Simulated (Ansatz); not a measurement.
The input, for Ansatz 0.2.0:

```yaml
crystal:
  periodic: [false, false, false]
  atoms:
    - {symbol: N, position_ang: [0.000000, 0.000000, 0.420967]}
    - {symbol: Li, position_ang: [0.000000, 0.000000, -1.688933]}
    - {symbol: H, position_ang: [0.000000, 0.000000, 1.267967]}
basis:
  gaussian: {orbitals: 6-31G}
magnetization: {spin_polarized: false, initial_magnetization: 3}
correlation: {method: sc_nevpt2, electrons: outside_noble_gas, active_space: {window: {electrons: 5, orbitals: 5}}}
```

```sh
$ ansatz run in.yaml --threads 1 --pin off --events-out ev --progress --plain --max-ram 2393MiB
```

Output:

```
290 factors; integrals over basis functions are off by at most 3.0e-4 eV
mean field evaluation 1: about -1695.9641 eV, gradient 1.0e1 eV
mean field evaluation 2: about -1695.9723 eV, gradient 1.0e1 eV
mean field evaluation 4: about -1696.4276 eV, gradient 9.7e-1 eV
mean field evaluation 8: about -1696.4361 eV, gradient 4.2e-3 eV
mean field -1696.43614199 eV, -62.3428783326 hartree, gradient 1.4e-6 eV, S^2 3.750000; 0 other end points of the search recorded, 0 dependent functions left out
reference -1696.43614199 eV, -62.3428783326 hartree; 7, 4 occupied and 13, 16 virtual orbitals, 290 factors
state -1696.89663844 eV, -62.3598012649 hartree
state -1696.89663844 eV, -62.3598012649 hartree; corrected -1697.99894327 eV, -62.4003102203 hartree
Total energy: -1697.99894327 eV, -62.4003102203 hartree
```

For the same geometry and basis full CI lies 329.1 meV lower.

Ran on 1 thread of Arm Neoverse V2, shared host: 0.15 s wall, 0.06 GiB peak host memory.
